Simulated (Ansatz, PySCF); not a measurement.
Dimer: CH4 (SMILES C) (first 5 atoms) with H2O (SMILES O); geometry from A24 set.
(charge 0, multiplicity 1):
| atom | x (Å) | y (Å) | z (Å) |
|---|---|---|---|
| C | 0.0007 | 0.0000 | -1.9999 |
| H | -0.5074 | 0.8876 | -2.3729 |
| H | 1.0305 | 0.0000 | -2.3528 |
| H | -0.0131 | 0.0000 | -0.9119 |
| H | -0.5074 | -0.8876 | -2.3729 |
| O | -0.0047 | 0.0000 | 1.7160 |
| H | 0.0321 | 0.7576 | 2.3017 |
| H | 0.0321 | -0.7576 | 2.3017 |

Basis-set superposition error: the interaction energy with monomers in their own basis, and in the dimer's basis (counterpoise).

The values were computed with Ansatz (a quantum-chemistry and plane-wave program) with Gaussian orbitals; PySCF for 6-31G* rows. 

| level | uncorrected (kcal/mol) | counterpoise (kcal/mol) | difference |
|---|---|---|---|
| HF/6-31G* | -0.51 | -0.11 | 0.40 |
| SVWN5/def2-TZVPPD | -1.30 | -1.27 | 0.03 |
| BLYP/def2-TZVPPD | 0.02 | 0.05 | 0.03 |
| revPBE/def2-TZVPPD | 0.00 | 0.02 | 0.02 |
| B3LYP/6-31G* | -1.13 | -0.35 | 0.78 |
| B3LYP/def2-TZVPPD | -0.18 | -0.16 | 0.02 |
| PBE0/def2-TZVPPD | -0.48 | -0.46 | 0.02 |
| BHLYP/def2-TZVPPD | -0.37 | -0.35 | 0.02 |
| CAM-B3LYP/def2-TZVPPD | -0.44 | -0.42 | 0.02 |
| CCSD/aug-cc-pVTZ | -0.67 | -0.52 | 0.15 |

The error is largest for B3LYP/6-31G* (0.78 kcal/mol) and smallest for PBE0/def2-TZVPPD (0.02 kcal/mol).
